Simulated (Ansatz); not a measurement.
# B3LYP/6-31G run of [BH4]− (SMILES [H][B-]([H])([H])[H])

What is the vertical ionisation energy of [BH4]− at B3LYP/6-31G? 

Program for the calculation: Ansatz 0.2.0.

### Step 1. Starting point

[BH4]− has 5 atoms, charge -1, and is taken as a singlet. SMILES: `[H][B-]([H])([H])[H]`. The shape is that of a GFN2-xTB optimisation.

Bond lengths: B1–H2 1.229 Å, B1–H3 1.229 Å, B1–H4 1.229 Å, B1–H5 1.229 Å. Angles: H2–B1–H3 109.5°, H2–B1–H4 109.5°, H2–B1–H5 109.5°, H3–B1–H4 109.5°, H3–B1–H5 109.5°, H4–B1–H5 109.5°.

### Step 2. A single-point energy at B3LYP/6-31G

Input file job.yaml:

```yaml
crystal:
  periodic: [false, false, false]
  atoms:
    - {symbol: B, position_ang: [0.000000, -0.000190, -0.000050]}
    - {symbol: H, position_ang: [0.011880, -0.020580, 1.229120]}
    - {symbol: H, position_ang: [1.154650, 0.011840, -0.420810]}
    - {symbol: H, position_ang: [-0.587600, 1.007810, -0.387560]}
    - {symbol: H, position_ang: [-0.578930, -0.998880, -0.420690]}
basis:
  gaussian:
    orbitals: 6-31G
total_charge: -1
accuracy: high
hamiltonian:
  xc: {name: B3LYP}
```

Started as:

```bash
ansatz run job.yaml --threads 1 --pin off --max-ram 2610MiB --events-out events.jsonl --progress --plain --runs-dir runs
```

The program printed:

```text
Warning: RAYON_NUM_THREADS=1 ignored (pool sized by the plan → 1); use --threads N
Functional definition: B3LYP
  name "B3LYP"
  parameter a0 = 0.2
  parameter ax = 0.72
  parameter ac = 0.81
  exchange = (1 - a0 - ax)*slater_x + ax*b88_x + a0*exact_x
  correlation = (1 - ac)*vwn_rpa_c + ac*lyp_c
413 factors; integrals over basis functions are off by at most 2.7e-9 eV
mean field evaluation 1: about -741.0853 eV, gradient 6.7e0 eV
mean field evaluation 2: about -741.1704 eV, gradient 5.1e0 eV
mean field evaluation 4: about -741.2601 eV, gradient 2.1e-2 eV
mean field evaluation 8: about -741.2530 eV, gradient 5.1e-5 eV
mean field -741.25304854 eV, -27.2405470944 hartree, gradient 2.1e-8 eV, S^2 0.000000; 0 other end points of the search recorded, 0 dependent functions left out
reference -741.25307452 eV, -27.2405480492 hartree; 5, 5 occupied and 12, 12 virtual orbitals, 413 factors
Total energy: -741.25307452 eV, -27.2405480492 hartree
```

It took 0.54 s on 1 thread of Arm Neoverse V2, shared host.

### Step 3. Doublet neutral BH4

Input file molecule.yaml:

```yaml
crystal:
  periodic: [false, false, false]
  atoms:
    - symbol: B
      position_ang: [0.000000, -0.000190, -0.000050]
    - symbol: H
      position_ang: [0.011880, -0.020580, 1.229120]
    - symbol: H
      position_ang: [1.154650, 0.011840, -0.420810]
    - symbol: H
      position_ang: [-0.587600, 1.007810, -0.387560]
    - symbol: H
      position_ang: [-0.578930, -0.998880, -0.420690]
basis:
  gaussian: {orbitals: 6-31G}
magnetization: {spin_polarized: true, initial_magnetization: 1}
hamiltonian: {xc: {name: B3LYP}}
accuracy: high
```

Started as:

```bash
ansatz run molecule.yaml --threads 1 --pin off --max-ram 2610MiB --events-out events.jsonl --progress --plain --runs-dir runs
```

The program printed:

```text
Warning: RAYON_NUM_THREADS=1 ignored (pool sized by the plan → 1); use --threads N
[... 7 set-up lines as earlier in the session ...]
409 factors; integrals over basis functions are off by at most 2.7e-9 eV
mean field evaluation 1: about -736.1282 eV, gradient 1.2e1 eV
mean field evaluation 2: about -736.6900 eV, gradient 8.2e0 eV
mean field evaluation 4: about -737.1980 eV, gradient 3.7e-1 eV
mean field evaluation 8: about -737.2729 eV, gradient 6.7e-1 eV
mean field evaluation 16: about -737.2701 eV, gradient 9.4e-9 eV
mean field -737.27005052 eV, -27.0941746171 hartree, gradient 9.4e-9 eV, S^2 0.753734; 2 other end points of the search recorded, 0 dependent functions left out
reference -737.27007886 eV, -27.0941756585 hartree; 5, 4 occupied and 12, 13 virtual orbitals, 409 factors
Total energy: -737.27007886 eV, -27.0941756585 hartree
```

It took 1.2 s on 1 thread of Arm Neoverse V2, shared host; peak memory 0.11 GiB.

### Step 4. Results

Level: B3LYP/6-31G.

| quantity | value |
| --- | --- |
| singlet [BH4]−: total energy | -27.24055 Eh |
| doublet neutral BH4: total energy | -27.09418 Eh |
| doublet neutral BH4: ⟨S²⟩ | 0.754 |
| vertical detachment energy (to the doublet neutral) | 3.983 eV |

What this shows: Removing an electron at fixed nuclei costs 3.98 eV (384 kJ/mol).
